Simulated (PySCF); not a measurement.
Computed IR spectrum (relative IR intensity) of a molecule C6H6. The structure is a stationary point at PBE-D3(BJ)/def2-SVP. Other conformers were not sampled. All values below come from PBE-D3(BJ)/def2-SVP (PySCF 2.14.0). Harmonic, unscaled wavenumbers; measured fundamentals usually lie a few per cent lower.

Lines under 2 % of the strongest are left out, and lines within 2 cm⁻¹ are merged.

ν (cm⁻¹): 668 (vs), 1034 (w), 1463 (m), 3128 (s) (against the strongest line: vs over 80 %, s over 45 %, m over 15 %, w over 4 %, vw less)

Question: Which molecule gave these data?
(A) C#CC(=C)C=C
(B) c1ccccc1
(C) C#CCCC#C
(D) C#CCC#CC

Answer: B, c1ccccc1
